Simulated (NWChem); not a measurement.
## Correlation energy of Al (+1)

```
Al
```
Charge +1, spin multiplicity 1.

Program: NWChem.

Basis set: def2-SVP. Each correlation energy counts from its own Hartree-Fock reference.

The correlated methods keep 5 core orbitals frozen. Coupled-cluster values serve here as a point of comparison, not as the truth.

Task: Order these methods by the correlation energy they give, lowest first: CR-CCSD[T], SCS-MP2, MP2.

Result: CR-CCSD[T] (-38.2 mHa), SCS-MP2 (-30.5 mHa), MP2 (-25.4 mHa)
